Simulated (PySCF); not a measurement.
**Relaxation of singlet AlF₂⁺**

All numbers come from PBE0 in PySCF with Al def2-TZVP, F def2-TZVP; no relativity; density-fitted integrals. A (50,194) grid was used.

A hand-made bent start, of C2v symmetry, held to at least that symmetry:

```xyz
3
charge 1 multiplicity 1, angstrom
Al    0.0000    0.0000   -0.6245
F     1.5253    0.0000    0.4435
F    -1.5253    0.0000    0.4435
```

Optimiser trace:
```csv
step,E − E(last) (kJ/mol),largest gradient (Eh/bohr)
0,270.90,0.13876
1,71.72,0.06375
2,31.90,0.03526
3,24.90,0.05104
4,7.45,0.01296
5,3.97,0.00838
6,0.57,0.00810
7,0.03,0.00074
8,0.00,0.00034
9,0.00,0.00007
```

It ends at D∞h with Al–F 1.586 Å (×2); F–Al–F 180.0°. No frequency check is given, so it may be a saddle point.

The relaxation took about 20 core-seconds on a shared host.
